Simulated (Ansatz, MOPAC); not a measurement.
System: ozone, O3 (charge 0, singlet). SMILES: O=[O+][O-]

Atoms: O1, O2, O3. Bonds: O1-O2, O2-O3.

Bond lengths (Å) and angles (degrees) optimised at PM3 with MOPAC; PM6 with MOPAC; MNDO with MOPAC; HF/3-21G with Ansatz (a program for electronic structure); PBE/6-31G* with Ansatz; B3LYP/6-31G* with Ansatz, each started from the B3LYP-D3(BJ)/def2-TZVP structure (Ansatz) of the last column. A row stands for all coordinates that are equal there. 6-31G* holds six Cartesian d functions. No wavenumbers were computed at MNDO, PBE/6-31G*, so these may be saddle points.

```csv
coordinate,PM3,PM6,MNDO,HF/3-21G,PBE/6-31G*,B3LYP/6-31G*,B3LYP-D3(BJ)/def2-TZVP
O1-O2,1.223,1.168,1.191,1.308,1.283,1.264,1.254
O1-O2-O3,114.1,129.3,117.5,117.0,117.9,117.9,118.3
```

Mean signed difference of all 2 bond lengths from B3LYP-D3(BJ)/def2-TZVP: PM3 -0.031 Å, PM6 -0.085 Å, MNDO -0.063 Å, HF/3-21G 0.054 Å, PBE/6-31G* 0.029 Å, B3LYP/6-31G* 0.011 Å.
